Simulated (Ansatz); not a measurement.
## FH2SSi, SMILES F[SiH]S: a rigid scan of one bond angle

Program: Ansatz 0.2.0, Python API.

`fh2ssi.py`
```python
"""Bending curve of FH2SSi."""

import ansatz as az
from ase import Atoms


def main() -> None:
    atoms = Atoms(["F", "Si", "S", "H", "H"], positions=[
        (-1.3976, -0.0754, 0.9355),
        (-0.7466, -0.164, -0.5129),
        (0.9821, 1.0678, -0.4902),
        (-0.2277, -1.5566, -0.6851),
        (1.4396, 0.6545, 0.7113),
    ])

    # start the scan from a relaxed geometry
    first = az.Crystal.molecule_from_ase(atoms).calculation()
    first = first.basis(gaussian="cc-pVDZ")
    first = first.functional("r2scan0")
    first = first.spin("collinear", total=1)
    first = first.relax(force_tolerance=0.02, max_steps=80)
    atoms.positions = first.run(threads=1, backend="cpu").report["positions_ang"]

    rows = []
    for angle in [85, 95, 105, 115, 125, 140, 160]:
        bent = atoms.copy()
        bent.set_angle(1, 2, 4, angle, indices=[4])
        calc = (
            az.Crystal.molecule_from_ase(bent).calculation()
            .basis(gaussian="cc-pVDZ")
            .functional("r2scan0")
            .spin("collinear", total=1)
        )
        rows.append((angle, calc.run(threads=1, backend="cpu").report["free_energy_ev"]))
    floor = min(e for _, e in rows)
    for angle, e in rows:
        print(f"angle Si1-S2-H4 = {angle:3d} deg   {1000 * (e - floor):9.1f} meV")


if __name__ == "__main__":
    main()
```

Running `python fh2ssi.py` prints:
```text
angle Si1-S2-H4 =  85 deg        32.1 meV
angle Si1-S2-H4 =  95 deg         0.0 meV
angle Si1-S2-H4 = 105 deg        56.3 meV
angle Si1-S2-H4 = 115 deg       194.1 meV
angle Si1-S2-H4 = 125 deg       402.3 meV
angle Si1-S2-H4 = 140 deg       804.7 meV
angle Si1-S2-H4 = 160 deg      1345.5 meV
```

The scan is rigid, and the energies are electronic, in a modest basis. The zero is the lowest point of the grid, which needn't be the minimum. The run takes the species as open-shell (spin multiplicity 2), which needn't be its ground state. Wall time of the script: 84 s on 1 thread of Arm Neoverse V1, with other jobs on the host, peak memory 0.26 GiB.
